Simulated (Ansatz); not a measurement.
## CH2P2 (SMILES P#CP): the vertical energy of the triplet above the singlet, rung by rung

CH2P2: 5 atoms, total charge 0, spin state singlet. As SMILES, `P#CP`. Geometry: relaxed at GFN2-xTB.

Each level gives the vertical energy of the triplet above the singlet (eV). The values are calculated.

| level | kind | program | value (eV) | less FCI/STO-3G | CPU time (all runs) |
| --- | --- | --- | --- | --- | --- |
| PBE/STO-3G | GGA | Ansatz | 4.26 | +0.37 | 8.6 s |
| r2SCAN/STO-3G | meta-GGA | Ansatz | 4.08 | +0.19 | 27 s |
| PBE0/STO-3G | global hybrid | Ansatz | 3.99 | +0.10 | 6.2 s |
| CAM-B3LYP/STO-3G | range-separated hybrid | Ansatz | 3.93 | +0.04 | 7.5 s |
| wB97M-V/STO-3G | range-separated hybrid | Ansatz | 4.26 | +0.37 | 80 s |
| wB97X/STO-3G | range-separated hybrid | Ansatz | 3.96 | +0.07 | 33 s |
| B2PLYP/STO-3G | double hybrid | Ansatz | 4.49 | +0.60 | 8.6 s |
| RPA@PBE/STO-3G | RPA | Ansatz | 4.63 | +0.74 | 14 s |
| CCSDTQ/STO-3G | coupled cluster or CI | Ansatz | 3.88 | -0.01 | 1.9 min |
| FCI/STO-3G | exact in the basis | Ansatz | 3.89 | 0.00 | 2.6 min |

FCI/STO-3G is exact within its basis and frozen core, so for wave-function methods in that basis the difference is their error; functionals converge differently with the basis, so for them it is only a difference. The values span 3.88 to 4.63 eV. Spin contamination of the reference (⟨S²⟩ at least 0.1 too high) touches CCSDTQ/STO-3G. All rows use very small basis sets, so none should be taken for the real molecule's value. CPU times are rough (shared hosts, several kinds of processor and program).
